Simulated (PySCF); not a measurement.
**Phosphorus: a sound run and one with changed settings**

Sound run: P [Ne] 3s2 3p3, P⁺ [Ne] 3s2 3p2. All numbers are calculated (PySCF 2.14, scalar relativity by spin-free X2C-1e, in cc-pVDZ-DK (4s3p1d, 18 functions)). In the sound run the correlated levels freeze [Ne]. The sound run starts from symmetry-adapted Hartree-Fock orbitals and uses a fine grid where one is needed.

Changed run: basis STO-3G, all-electron and non-relativistic. This setting is unsound on purpose.

```json
{"species": "P", "method": "UHF", "sound run (hartree)": "-341.52339", "changed run (hartree)": "-336.86877", "converged": "yes"}
{"species": "P", "method": "TPSS", "sound run (hartree)": "-342.09997", "changed run (hartree)": "-337.37118", "converged": "yes"}
{"species": "P", "method": "BP86", "sound run (hartree)": "-342.11366", "changed run (hartree)": "-337.36431", "converged": "yes"}
{"species": "P", "method": "MP2", "sound run (hartree)": "-341.58688", "changed run (hartree)": "-336.86877", "converged": "yes"}
{"species": "P⁺", "method": "UHF", "sound run (hartree)": "-341.15877", "changed run (hartree)": "-336.62453", "converged": "yes"}
{"species": "P⁺", "method": "TPSS", "sound run (hartree)": "-341.71480", "changed run (hartree)": "-337.10166", "converged": "yes"}
{"species": "P⁺", "method": "BP86", "sound run (hartree)": "-341.72735", "changed run (hartree)": "-337.09589", "converged": "yes"}
{"species": "P⁺", "method": "MP2", "sound run (hartree)": "-341.20817", "changed run (hartree)": "-336.63238", "converged": "yes"}
{"species": "P⁺", "method": "CCSD(T)", "sound run (hartree)": "-341.22954", "changed run (hartree)": "-336.63868", "converged": "yes"}
```

Ionisation energy of P:

```tsv
method	sound run (eV)	changed run (eV)
UHF	9.922	6.646
TPSS	10.481	7.334
BP86	10.512	7.304
MP2	10.305	6.433
SCS-MP2	10.165	6.390
```

A minimal basis cannot let orbitals breathe on ionisation and holds almost no correlation. The Hamiltonian changed with the basis, so the totals do not compare.

For comparison, NIST gives 10.487 eV between the lowest levels.
